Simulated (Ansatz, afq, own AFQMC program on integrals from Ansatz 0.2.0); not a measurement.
Two steps: Ansatz 0.2.0 writes the Fock matrix and Cholesky factors of the valence space, and afq projects on them the lowest state that overlaps trial and start.

```yaml
crystal:
  periodic: [false, false, false]
  atoms:
    - {symbol: Si, position_ang: [0.000000, 0.000000, 0.000000]}
    - {symbol: C, position_ang: [0.000000, 0.000000, 5.494000]}
basis:
  gaussian: {orbitals: 6-31G}
magnetization: {spin_polarized: true, initial_magnetization: 0}
correlation: {method: ccsd_t, electrons: outside_noble_gas, hamiltonian_folder: ham}
```

```sh
$ ansatz run in.yaml --threads 1 --pin off --events-out ev --progress --plain --max-ram 1382MiB
```

afq runs on the folder ham with

```
--method phaseless --trial cisd --walkers 160 --populations 1 --least-time 40 --time-step 0.005 --steps-per-block 5 --equilibration-blocks 240 --max-blocks 1600 --target-error 0.00136 --factor-cut 1e-05 --start spin_pure --seed 2808 --taylor-order 6
```

Times are imaginary, in 1/Eh. The walk had a cap of 214 s.

Log:

```
orbitals 16  electrons 4 4  factors 65 of 267
reference energy -326.50644384 Eh
CCSD correlation -0.06047646 Eh in 14 cycles, weight of the determinant in the CISD state 0.9430
energy of the start -326.566896 Eh
 block  time / (1/Eh)  mean weight  energy / Eh
     1     0.025  0.9998  -326.566849
     2     0.050  1.0005  -326.566804
     3     0.075  0.9998  -326.566764
     4     0.100  1.0002  -326.566736
     5     0.125  0.9996  -326.566709
     8     0.200  1.0003  -326.566635
    30     0.750  0.9999  -326.566752
   117     2.925  0.9997  -326.567536
   175     4.375  0.9995  -326.566764
   204     5.100  1.0003  -326.566975
   291     7.275  0.9998  -326.567817
   378     9.450  0.9994  -326.568154
   465    11.625  1.0005  -326.567349
   552    13.800  1.0000  -326.566921
   639    15.975  1.0006  -326.567143
   726    18.150  0.9995  -326.567313
   813    20.325  0.9995  -326.567435
   900    22.500  0.9996  -326.567064
   987    24.675  1.0002  -326.566841
  1074    26.850  0.9998  -326.568374
  1161    29.025  1.0001  -326.568305
blocks merged  error / Eh  count
     1  0.000017  942
     2  0.000023  471
     4  0.000032  235
     8  0.000045  117
    16  0.000060  58
    32  0.000065  29
    64  0.000082  14
energy -326.567448 +/- 0.000065 Eh
(rows thinned)
```

The time cap ended the run before it passed its tests. The second half of the sampling lies below the first by 1.9 errors of their difference, so the energy may still be moving and its error bar be too small.

Against this walk (error 1.8 meV) on the same determinant: CCSD(T) 1.9 meV higher (within the noise), full CI 5.7 meV lower, a separate phaseless walk with a CISD trial and standard settings 2.5 ± 2.3 meV higher (within the noise). The error is statistical and leaves out the bias of the constraint. The determinant has ⟨S²⟩ = 2.00, so the low cluster orders mix in higher spin (the high orders can go on to a lower state of that spin), while the walk starts as a pure singlet. Full CI is exact here, so the walk's 6 meV above it is the walk's own error: the bias of the constraint with this trial, or a walk that hasn't relaxed. The determinant is a poor start (see the cautions), so the low cluster orders aren't to be relied on, and full CI is the sure value.

Cautions: constraint bias not in the error; error not settled; unrestricted determinant spin contaminated (⟨S²⟩ 2.00 against 0.00); the next higher spin lies close (within 5 meV by full CI); walk and cluster series may follow different spin states; the sampling time fell short of the least asked.

The walk took 3.6 min on 1 thread of Intel(R) Xeon(R) Processor @ 2.50GHz (Skylake/Cascade Lake), on a shared host. The log's last line is the phaseless energy.

A walk keeps the symmetry of its determinant, which the program's search chose and which needn't be the lowest solution, so a lower state of the same spin and another symmetry isn't excluded.
